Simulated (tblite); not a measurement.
Bicyclopropyl, C6H10.
SMILES with atom numbers: `[CH2:1]1[CH2:2][CH:3]1[CH:4]1[CH2:5][CH2:6]1` (hydrogens: H7, H8 on C1; H9, H10 on C2; H11 on C3; H12 on C4; H13, H14 on C5; H15, H16 on C6)

Computed with GFN2-xTB (tblite), gas phase: nudged elastic band of 9 images (0 to 8), spring 0.2 eV/Å², climbing image at the end, force threshold 0.05 eV/Å. No saddle search or frequency run followed, so the top image need not be a first-order saddle, and its height can exceed the method's true barrier by a kcal/mol or more.

The band describes a rotation about C3–C4 (three-membered-ring carbon, three-membered-ring carbon), followed by the dihedral C2–C3–C4–C6, from the optimised start (180°) to a second optimised geometry at -47°.

Q: How does the energy change from image to image?

A: 
```tsv
image	dihedral (°)	E (kcal/mol)	C3–C4 (Å)	C2···C6 (Å)	largest true force (eV/Å)
0	180	0.00	1.493	3.96	0.01
1	-162	0.23	1.493	3.94	0.03
2	-145	0.71	1.496	3.89	0.03
3	-129	1.14	1.498	3.80	0.03
4	-113	1.38	1.499	3.70	0.03
5	-97	1.54	1.499	3.59	0.04
6	-82	1.53	1.498	3.48	0.04
7	-65	1.24	1.496	3.34	0.05
8	-47	0.91	1.497	3.23	0.01
```

Barriers of this band. The top is image 5 at -97°: 1.54 kcal/mol forward and 0.63 kcal/mol back; the end lies 0.91 kcal/mol above the start. The central bond is 0.006 Å longer at the top than at the start.

Q: What rate follows at 250 K for crossing this barrier forward?

A: Taking the electronic barrier for the free energy of activation (no zero-point or entropy terms, transmission 1), rate = (kT/h)·exp(−ΔE/kT) ≈ 2 × 10^11 s⁻¹, whose inverse is 4 × 10^-12 s. An error of 1 kcal/mol in the barrier changes this by a factor of 7, and the method and the loose band can each miss by that much or more. The barrier is only 3.1 kT, where transition-state theory is rough.

Q: How would the two end points share their population at 250 K, from these energies alone?

A: exp(−ΔE/kT) with ΔE = 0.040 eV gives 0.16 for the higher one (end) against 1 for the lower, without vibrational, rotational or degeneracy terms. GFN2-xTB can put conformers this close in the wrong order.

Q: How long is the path, and how are the images spaced?

A: Cartesian distances between aligned neighbours (all atoms, Å): 0.78, 0.77, 0.77, 0.77, 0.77, 0.78, 0.80, 0.79; the sum is 6.23 Å, and the top lies 62 % of the way along.

The cost below is that of the whole band run. The run took about 7 s of CPU time (one thread, shared machine).
